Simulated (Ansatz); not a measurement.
Consider the formal exchange of groups at a C–F bond: `NC(F)(F)S` + `C=O` → `NC(F)(S)C=O` + H–F.

Calculated with Ansatz (gas phase, PBE0-D4/def2-TZVP geometries, no zero-point term in ΔE). CCSD(T)/CBS is the MP2 limit (def2-TZVPP, def2-QZVPP) plus CCSD(T) − MP2 in def2-TZVPP, frozen cores. This one scheme is used for every species. Functionals use def2-TZVPP. Each species was taken in one conformer, which may not be the lowest.

| level | ΔE (kcal/mol) | difference from CCSD(T)/CBS |
| --- | --- | --- |
| PBE-D4 | -9.3 | 1.2 |
| ωB97X-V | -7.0 | 3.5 |
| ωB97M-V | -7.6 | 2.9 |
| B2PLYP | -7.9 | 2.6 |
| PBE | -7.9 | 2.6 |
| r2SCAN | -7.4 | 3.1 |
| PBE0 | -7.9 | 2.6 |
| HF/def2-TZVPP | -2.8 | 7.7 |
| MP2/def2-TZVPP | -12.0 | -1.5 |
| SCS-MP2/def2-TZVPP | -9.7 | 0.8 |
| CCSD/def2-TZVPP | -8.6 | 1.9 |
| CCSD(T)/def2-TZVPP | -9.4 | 1.1 |
| MP2/def2-QZVPP | -12.6 | -2.1 |
| HF/CBS(def2) | -2.8 | 7.7 |
| MP2/CBS(def2) | -13.1 | -2.6 |
| CCSD/CBS(def2) | -9.7 | 0.8 |
| CCSD(T)/CBS | -10.5 | 0 |

Largest T1 diagnostic among the species: 0.015.

The D4 term adds −2.1 kcal/mol with B3LYP and −1.2 kcal/mol with PBE0; it sums over pairs of atoms, weighted by their polarisabilities, and B3LYP, whose exchange is more repulsive, gets the larger term. In def2-TZVPP, CCSD(T) changes the Hartree–Fock value by −6.6 kcal/mol (the triples alone add −0.8 kcal/mol) and MP2 by −9.2 kcal/mol.

B3LYP here is the variant with VWN-RPA as its local correlation; programs differ in this.
